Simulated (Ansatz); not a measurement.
Basis-set extrapolation for O$_{2}$S$_{2}$, SMILES `O=S=S=O` (PBE0-D4/def2-TZVP geometry, frozen core, the Gaussian-basis code of Ansatz). Multiplicity 1, RHF reference.

```json
{"": "HF", "def2-TZVPP": "-944.765968", "def2-QZVPP": "-944.799991"}
{"": "MP2 correlation", "def2-TZVPP": "-0.851357", "def2-QZVPP": "-0.922601"}
{"": "CCSD(T) correlation", "def2-TZVPP": "-0.898321", "def2-QZVPP": "-0.965886"}
```

Energies in hartree. Use E(X) = E(∞) + A·exp(−7.88·√X) for Hartree–Fock and E(X) = E(∞) + B·X^(−2.97) for correlation, with X = 3 and 4.

Q: What is the CCSD(T) energy at the basis-set limit?

A: HF limit: -944.799991 + (-0.034023) × 0.13774 = -944.80468. Correlation limit: -0.965886 + (-0.067565) × 0.74074 = -1.01593. Total: -945.82061 hartree, 4.25 eV below CCSD(T)/def2-TZVPP.
